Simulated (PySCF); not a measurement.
## Which functional comes closest?

Molecule: SMILES P, H₃P.

Numbering as in the mapped SMILES `[PH3:1]`. Hydrogens are named by the atom that carries them.

Geometry PBE0-D3(BJ)/def2-SVP throughout; GIAO in PySCF 2.14, gas phase, one conformer, non-relativistic; equivalent atoms averaged; basis pcSseg-2.

Reference values (measured; solution; E. Pretsch, P. Bühlmann, M. Badertscher, Structure Determination of Organic Compounds, 4th ed., Springer 2009): δ(H(P1)) = 1.79 ppm. Computed shifts are taken against TMS, calculated as an isolated molecule at each level.

Question: How do the functionals WP04, B97-2, BHandHLYP, CAM-B3LYP, wB97X-D, LC-wPBE perform against the reference? Times are CPU seconds on 1 thread of an Arm Neoverse V2, shared host.

Answer: 
| functional | kind | H(P1) | abs. error H | core-s |
| --- | --- | --- | --- | --- |
| WP04 | global hybrid | 1.88 | 0.09 | 1.2 |
| B97-2 | global hybrid | 2.05 | 0.26 | 1.1 |
| BHandHLYP | global hybrid | 2.09 | 0.30 | 1.1 |
| CAM-B3LYP | range-separated hybrid | 2.06 | 0.27 | 1.4 |
| wB97X-D | range-separated hybrid | 2.10 | 0.31 | 1.4 |
| LC-wPBE | range-separated hybrid | 2.10 | 0.31 | 1.8 |

For ¹H the closest is WP04 (0.09 ppm) and the furthest LC-wPBE (0.31 ppm). One molecule is a small sample, and vibrational and solvent effects are absent from the calculation.
